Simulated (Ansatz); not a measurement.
Species: ethanol, C₂H₆O (charge 0, singlet). 
Geometry from a B3LYP-D3(BJ)/def2-TZVP (Ansatz, a quantum-chemistry and plane-wave program) optimisation:
```
C
H 1 1.0973
H 1 1.0973 2 107.69
O 1 1.4270 2 110.49 3 -120.76
H 4 0.9624 1 108.87 2 59.54
C 1 1.5131 2 110.09 3 120.04
H 6 1.0909 1 110.47 2 60.81
H 6 1.0909 7 108.30 1 -121.11
H 6 1.0917 7 108.54 8 -117.66
```

Basis-set convergence of Hartree-Fock and CCSD correlation energies (hartree) with Ansatz. Correlated levels leave the core frozen unless marked. Spin-orbit coupling is left out. Non-relativistic.

```
basis    functions       E(HF)  E(corr, CCSD)
-------  ---------  ----------  -------------
cc-pVDZ          -  -154.09209       -0.51836
cc-pVTZ        174           …              …
```

Problem. Some entries are withheld; supply them.

Solution. 
- cc-pVTZ, E(HF): -154.14243
- cc-pVTZ, E(corr, CCSD): -0.63056
